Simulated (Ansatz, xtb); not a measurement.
## Two isomers of C4H5O−

We compare X, `C=CC(=C)[O-]`, a singlet, with Y, `[O-][C@@H]1C=CC1`, a singlet. Both are isolated ions in the gas phase, relaxed with PBE-D3(BJ)/def2-SVPD; the shapes shown needn't be the lowest conformers.

X (Å):

```xyz
10

C    -1.1859    1.0888   -1.3832
C    -1.7392    0.4736   -0.3131
C    -0.9314   -0.1074    0.8214
C    -1.7066   -0.6994    1.8301
O     0.3456   -0.0163    0.7727
H    -0.0878    1.1715   -1.4314
H    -1.7940    1.5064   -2.2011
H    -2.8390    0.3802   -0.2451
H    -1.2267   -1.1573    2.7089
H    -2.8056   -0.7194    1.7666
```

Y (Å):

```yaml
atoms:
  - { symbol: C, position_ang: [-2.0703, 0.8733, -0.1719] }
  - { symbol: C, position_ang: [-2.2394, -0.3380, 0.8044] }
  - { symbol: C, position_ang: [-0.9332, -0.6956, 0.7854] }
  - { symbol: C, position_ang: [-0.4636, 0.4510, -0.0782] }
  - { symbol: O, position_ang: [-2.4678, 2.0816, 0.1462] }
  - { symbol: H, position_ang: [-2.3989, 0.4840, -1.2081] }
  - { symbol: H, position_ang: [-3.1206, -0.7333, 1.3468] }
  - { symbol: H, position_ang: [-0.3906, -1.5559, 1.2251] }
  - { symbol: H, position_ang: [0.0638, 1.2583, 0.4685] }
  - { symbol: H, position_ang: [0.0889, 0.2110, -1.0196] }
```

Question: Estimate which is lower in electronic energy at CCSD(T)/def2-SVPD + ΔMP2/def2-TZVPPD, and by roughly how much.

Answer: The CCSD(T)/def2-SVPD + ΔMP2/def2-TZVPPD calculation puts structure X lower, by 1.424 eV.

The same difference at several levels:

```csv
level,geometry,E(Y) − E(X) (eV),departure from the last row (eV),"job, with rough time for the two"
GFN2-xTB,GFN2-xTB,+0.634,−0.790,"optimisation, 0.08 s"
HF/STO-3G,GFN2-xTB,+1.017,−0.407,"single point, 0.16 s"
r2SCAN-D4/def2-SVPD,GFN2-xTB,+1.438,+0.014,"single point, 2.6 s"
PBE-D3(BJ)/def2-SVPD,PBE-D3(BJ)/def2-SVPD,+1.299,−0.125,"optimisation, 10 s"
HF/def2-SVPD,PBE-D3(BJ)/def2-SVPD,+1.611,+0.187,part of the CCSD(T) run
MP2/def2-SVPD,PBE-D3(BJ)/def2-SVPD,+1.376,−0.048,part of the CCSD(T) run
CCSD(T)/def2-SVPD,PBE-D3(BJ)/def2-SVPD,+1.423,−0.001,single point
CCSD(T)/def2-SVPD + ΔMP2/def2-TZVPPD,PBE-D3(BJ)/def2-SVPD,+1.424,,"single point, 46 s"
```

As drawn, Y has 2 C–C in place of 1 C=C. Structure X has no ring, Y a 4-membered ring.

None of the levels shown reverses the order. The largest departure from CCSD(T)/def2-SVPD + ΔMP2/def2-TZVPPD is that of GFN2-xTB, 0.790 eV. The last row adds to CCSD(T) the change of the MP2 difference between the two basis sets, here +0.001 eV.

With thermal terms from frequencies at re-optimised GFN2-xTB minima (ideal gas, soft modes damped towards free rotors, one conformer each, 298.15 K, 1 atm): on the last row, ΔE + ΔZPE = +1.429, ΔH = +1.403, ΔG = +1.462 eV.

The correlated steps freeze 5 core orbitals. Mirror images aren't counted in ΔG. Run with Ansatz 0.2.0, xtb 6.7.1; the last row on 4 threads of Arm Neoverse V2 on a shared host.
